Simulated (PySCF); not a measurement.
**MgCl2 (SMILES [Cl][Mg][Cl]) at CCSD(T)/STO-3G**

What is the vertical singlet–triplet gap of MgCl2 at CCSD(T)/STO-3G? Input form: a Python script.

The results are computed with PySCF 2.14.0.

10 further runs of the same task are left out: 10 set aside as unsound or not needed.

### 1 The molecule

MgCl2 has 3 atoms, charge 0, and is taken as a singlet. SMILES: `[Cl][Mg][Cl]`. Geometry: a GFN2-xTB relaxation, a rough one for these elements and not checked as a minimum.

Bond lengths: Mg1–Cl2 2.121 Å, Mg1–Cl3 2.119 Å. Angles: Cl2–Mg1–Cl3 178.9°.

### 2 The energy at CCSD(T)/STO-3G

run.py

```python
# MgCl2
from pyscf import gto, cc

system = gto.Mole()
system.atom = '''
Mg    -0.022847    -0.013171    -0.001304
Cl    -0.019067    -0.030840     4.006163
Cl     0.041895     0.044012    -4.004878
'''
system.basis = 'sto-3g'
system.max_memory = 1860
system.verbose = 4
system.charge = 0
system.unit = 'bohr'
system.build()

mf = system.RHF()
mf.conv_tol = 1e-10
mf.kernel()
if not mf.converged:
    mf = mf.newton().run(mf.mo_coeff, mf.mo_occ)

mycc = cc.CCSD(mf, frozen=11)
mycc.kernel()
e_t = mycc.ccsd_t()
e_tot = mycc.e_tot + e_t
print(f'total energy: {e_tot:.8f} hartree')
```

Command:

```console
$ OMP_NUM_THREADS=1 python run.py
```

Output:

```text
PySCF version 2.14.0

[INPUT] num. atoms = 3
[INPUT] num. electrons = 46
[INPUT] charge = 0
[INPUT] spin (= nelec alpha-beta = 2S) = 0
[INPUT] symmetry False subgroup None
[INPUT] Mole.unit = bohr
[INPUT] Symbol           X                Y                Z      unit          X                Y                Z       unit  Magmom
[INPUT]  1 Mg    -0.012090111738  -0.006969793045  -0.000690047083 AA   -0.022847000000  -0.013171000000  -0.001304000000 Bohr   0.0
[INPUT]  2 Cl    -0.010089821881  -0.016319825185   2.119970162831 AA   -0.019067000000  -0.030840000000   4.006163000000 Bohr   0.0
[INPUT]  3 Cl     0.022169879251   0.023290147407  -2.119290170115 AA    0.041895000000   0.044012000000  -4.004878000000 Bohr   0.0

nuclear repulsion = 137.919664938353
number of shells = 15
number of NR pGTOs = 81
number of NR cGTOs = 27
basis = sto-3g
ecp = {}

[... 33 lines left out ...]
converged SCF energy = -1106.50736407717
[... 12 lines left out ...]
Init t2, MP2 energy = -1106.53998869348  E_corr(MP2) -0.0326246163087257
[... 9 lines left out ...]
CCSD converged
[... 2 lines left out ...]
total energy: -1106.54455235 hartree
```

Wall time 0.89 s (1 thread of Arm Neoverse V1, shared host); peak memory 0.12 GiB.

### 3 The triplet at the same level

run.py

```python
from pyscf import gto, cc

mol = gto.M(
    atom='''
Mg  -0.012090  -0.006970  -0.000690
Cl  -0.010090  -0.016320   2.119970
Cl   0.022170   0.023290  -2.119290
''',
    spin=2,
    charge=0,
    basis='sto-3g',
    max_memory=1860,
    verbose=3,
)

mf = mol.UHF()
mf.conv_tol = 1e-10
mf.kernel()
if not mf.converged:
    mf = mf.newton().run(mf.mo_coeff, mf.mo_occ)

mycc = cc.CCSD(mf, frozen=11)
mycc.kernel()
e_t = mycc.ccsd_t()
energy = mycc.e_tot + e_t
print('E = %.10f Eh' % energy)
```

Command:

```console
$ OMP_NUM_THREADS=1 python run.py
```

Output:

```text
WARN: HOMO 0.0608664938520037 >= LUMO -0.552724162801395

WARN: HOMO -0.00775213898821958 >= LUMO -0.0769799512935664

WARN: HOMO -0.00395031599439621 >= LUMO -0.0758047997882619

WARN: HOMO -0.00502621467469488 >= LUMO -0.0748357400265809

WARN: HOMO -0.00505489857736519 >= LUMO -0.0747010246048048

WARN: HOMO -0.00508362073547974 >= LUMO -0.0746194962460822

WARN: HOMO -0.00510612476498529 >= LUMO -0.0747096417023102

WARN: HOMO -0.00507915180488072 >= LUMO -0.0747967570112889

WARN: HOMO -0.00510115785131815 >= LUMO -0.0747250319962085

WARN: HOMO -0.00509504652975157 >= LUMO -0.0747532242413356

WARN: HOMO -0.00509490362782172 >= LUMO -0.0747483426759815

WARN: HOMO -0.00509486980585394 >= LUMO -0.074748708054964

converged SCF energy = -1106.15948069172  <S^2> = 2.0028417  2S+1 = 3.0018939
E(UCCSD) = -1106.206141441887  E_corr = -0.04666075016628685
UCCSD(T) correction = -0.00193100357942529
E = -1106.2080724455 Eh
```

It took 1.2 s on 1 thread of Arm Neoverse V1, shared host; peak memory 0.12 GiB.

### 4 Outcome

At CCSD(T)/STO-3G, 11 core orbitals frozen:

| quantity | value |
| --- | --- |
| singlet: total energy | -1106.54455 Eh |
| singlet: dipole moment (Hartree–Fock density) | 0.14 D |
| singlet: HOMO energy (Hartree–Fock orbitals) | -9.49 eV |
| singlet: LUMO energy (Hartree–Fock orbitals) | 7.65 eV |
| singlet: HOMO–LUMO gap (Hartree–Fock orbitals) | 17.14 eV |
| singlet: correlation energy (11 core orbitals frozen) | -37.2 mEh |
| singlet: (T) correction | -1.48 mEh |
| singlet: T1 diagnostic | 0.006 |
| triplet: total energy | -1106.20807 Eh |
| triplet: dipole moment (Hartree–Fock density) | 0.05 D |
| triplet: HOMO energy (Hartree–Fock orbitals) (highest over α and β) | -0.14 eV |
| triplet: correlation energy (11 core orbitals frozen) | -48.6 mEh |
| triplet: (T) correction | -1.93 mEh |
| triplet: ⟨S²⟩ of the reference determinant | 2.003 |
| triplet: T1 diagnostic | 0.009 |
| vertical energy of the triplet above the singlet | 9.156 eV |

At this shape the triplet lies 9.16 eV (211 kcal/mol) above the singlet. In a minimal basis such a difference can be off by several eV, whatever the method. Mulliken charges (singlet) of the mean-field density run from -0.59 on Cl2 to +1.17 on Mg1. The triples (singlet) make up 4.0 % of the correlation energy. Mulliken charges (triplet) of the mean-field density run from -0.33 on Cl2 to +0.65 on Mg1. The triples (triplet) make up 4.0 % of the correlation energy.
